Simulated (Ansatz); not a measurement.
Predict the output of the script below (Ansatz 0.2.0 through its Python package).

The script, `ip_ch4ssi.py`:
```python
"""Vertical ionisation energy of CH4SSi."""

import ansatz as az


def energy(molecule, charge=0, unpaired=0):
    calc = molecule.calculation().basis(gaussian="6-31G*").correlation("CCSD(T)")
    if charge:
        calc = calc.charge(charge)
    if unpaired:
        calc = calc.spin("collinear", total=unpaired)
    report = calc.run(threads=1, backend="cpu").report
    if report["published_state_doubts"]:
        print("  doubts:", report["published_state_doubts"])
    return report["free_energy_ev"]

GEOMETRY = """
C    -0.68250   -0.21610   -0.52970
Si    0.73880    0.39640    0.34180
S    -0.57720   -1.33030    0.67220
H    -0.50360   -0.51250   -1.55920
H    -1.60790    0.45240   -0.48720
H     0.59290    1.28290    1.53460
H     2.10070   -0.14070   -0.01820
"""

ch4ssi = az.Crystal.molecule()
for line in GEOMETRY.strip().splitlines():
    symbol, *xyz = line.split()
    ch4ssi = ch4ssi.atom(symbol, [float(v) for v in xyz])

# delta-SCF style differences, no relaxation
parent = energy(ch4ssi, 0, 0)
cation = energy(ch4ssi, 1, 1)
print(f"E(N)   = {parent:.5f} eV")
print(f"E(N-1) = {cation:.5f} eV  (1 unpaired)")
print(f"vertical ionisation energy {cation - parent:.3f} eV")
```

```console
$ python ip_ch4ssi.py
E(N)   = -19781.48803 eV
E(N-1) = -19773.30258 eV  (1 unpaired)
vertical ionisation energy 8.185 eV
```

At this unrelaxed geometry removing an electron costs 8.19 eV.

Total energies depend on the basis set; only differences at equal settings carry meaning. The geometry is a force-field or estimated start, not a minimum of this method, and the basis set is short of its limit. All parts are taken at fixed geometry, without zero-point energy. At an unrelaxed start these energies can be a whole eV from those at the minimum, and a small affinity can change sign. Wall time of the script: 8.5 s on 1 thread of Arm Neoverse V1, on a shared host, peak memory 0.26 GiB.
